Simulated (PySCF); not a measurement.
A search over the determinants of AlC

Unrestricted PBE0; basis Al 3-21G, C 3-21G; no relativity; PySCF 2.14. Outer shells of the fragments: Al 3s2 3p1; C 2s2 2p2.

Followed along the bond (rough minima from three points):

```json
{"2Ms+1": "4", "unpaired": "σ ↑, π ↑↑", "⟨S²⟩ at the start": "3.75", "R at minimum (Å)": "2.04", "Te (eV)": "0.00"}
{"2Ms+1": "2", "unpaired": "σ ↓, π ↑↑", "⟨S²⟩ at the start": "1.77", "R at minimum (Å)": "2.03", "Te (eV)": "0.68"}
{"2Ms+1": "2", "unpaired": "σ ↑, π ↑↓", "⟨S²⟩ at the start": "1.76", "R at minimum (Å)": "2.04", "Te (eV)": "0.74"}
{"2Ms+1": "2", "unpaired": "π ↑", "⟨S²⟩ at the start": "1.38", "R at minimum (Å)": "1.89", "Te (eV)": "1.39"}
```

Solutions found at the starting distance of 1.905 Å, counted from the lowest of them; the search is not exhaustive and high or unbound solutions are not listed, so other states can lie among these:

```json
{"2Ms+1": "4", "unpaired": "σ ↑, π ↑↑", "term": "⁴Σ⁻", "E (eV)": "0.00", "⟨S²⟩": "3.75", "⟨Lz²⟩": "0.00", "μ (D)": "-0.97"}
{"2Ms+1": "2", "unpaired": "σ ↓, π ↑↑", "term": "mixed", "E (eV)": "0.67", "⟨S²⟩": "1.77", "⟨Lz²⟩": "0.00", "μ (D)": "-1.68"}
{"2Ms+1": "2", "unpaired": "σ ↑, π ↑↓", "term": "mixed", "E (eV)": "0.74", "⟨S²⟩": "1.76", "⟨Lz²⟩": "2.00", "μ (D)": "-1.29"}
{"2Ms+1": "2", "unpaired": "π ↑", "term": "mixed", "E (eV)": "1.29", "⟨S²⟩": "1.38", "⟨Lz²⟩": "1.00", "μ (D)": "-2.51"}
{"2Ms+1": "2", "unpaired": "σ ↑", "term": "mixed", "E (eV)": "1.74", "⟨S²⟩": "0.76", "⟨Lz²⟩": "2.00", "μ (D)": "-1.11"}
{"2Ms+1": "2", "unpaired": "π ↑", "term": "²Π", "E (eV)": "2.12", "⟨S²⟩": "0.75", "⟨Lz²⟩": "1.00", "μ (D)": "-0.36"}
{"2Ms+1": "4", "unpaired": "σ ↑↑, π ↑", "term": "⁴Π", "E (eV)": "2.48", "⟨S²⟩": "3.80", "⟨Lz²⟩": "1.01", "μ (D)": "-2.66"}
{"2Ms+1": "4", "unpaired": "π ↑↑↑", "term": "mixed", "E (eV)": "3.29", "⟨S²⟩": "4.11", "⟨Lz²⟩": "1.00", "μ (D)": "-0.94"}
```

A term symbol is given only where ⟨S²⟩ and ⟨Lz²⟩ are close to those of a pure state; real π, δ and φ orbitals otherwise mix terms. A positive dipole means Al(−)C(+).

3-21G is very small, so such numbers show the basis as much as the molecule.
